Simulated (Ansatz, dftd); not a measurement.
Species: C2H5S, charge 0, doublet. C2H5S (SMILES C[CH]S, doublet).
B3LYP-D3(BJ)/def2-TZVP minimum from Ansatz (an electronic-structure program):
```xyz
8

C      1.5338     0.7218    -0.0560
C      0.0541     0.7144    -0.2059
S     -0.8025    -0.7472     0.1583
H     -2.0411    -0.3097    -0.1192
H     -0.4490     1.4656    -0.7967
H      1.9039     1.7455     0.0258
H      1.8495     0.1784     0.8388
H      2.0484     0.2585    -0.9100
```
Charge 0, spin multiplicity 2.

Wanted: atomisation energy (electronic, to ground-state atoms), in kcal/mol. Radicals and triplets start from unrestricted determinants; spin-orbit coupling is neglected. Correlated methods leave the cores frozen. Rows without X2C or -DK are non-relativistic. CBS(X,Y): correlation extrapolated as X^-3, Hartree-Fock from the larger set. A bracket is a step between two methods taken in the basis named. Functionals run without relativity, which enters their misses. '+ core + X2C': CCSD(T) terms for core correlation (cc-pwCVTZ, 1s frozen past Ne) and scalar relativity (cc-pVTZ-DK). For partners of very few electrons the exact lower level stands in for a higher one.

| level | program | atomisation energy (kcal/mol) | difference against the last row |
|---|---|---|---|
| HF/aug-cc-pV(T+d)Z | Ansatz | 496.7 | -173.4 |
| r2SCAN-D3(BJ)/def2-TZVPD | Ansatz + dftd3 | 675.0 | 4.9 |
| r2SCAN/def2-TZVPD | Ansatz | 674.1 | 4.0 |
| B3LYP-D3(BJ)/def2-TZVPD | Ansatz + dftd3 | 671.5 | 1.4 |
| B3LYP-D4/def2-TZVPD | Ansatz + dftd4 | 670.5 | 0.4 |
| CAM-B3LYP-D4/def2-TZVPD | Ansatz + dftd4 | 671.5 | 1.4 |
| CAM-B3LYP/def2-TZVPD | Ansatz | 669.1 | -1.0 |
| MP2/cc-pV(D+d)Z | Ansatz | 620.5 | -49.6 |
| CCSD/aug-cc-pV(D+d)Z | Ansatz | 617.2 | -52.9 |
| CCSD(T)/aug-cc-pV(D+d)Z | Ansatz | 624.3 | -45.8 |
| CCSD(T)/CBS(cc-pV(T+d)Z,cc-pV(Q+d)Z) | Ansatz | 667.7 | -2.4 |
| CCSDT(Q)/cc-pV(D+d)Z | Ansatz | 618.5 | -51.6 |
| CCSD(T)/CBS(cc-pV(T+d)Z,cc-pV(Q+d)Z) + [CCSDT(Q) - CCSD(T)]/cc-pV(D+d)Z + core + X2C | Ansatz | 670.1 | 0.0 |
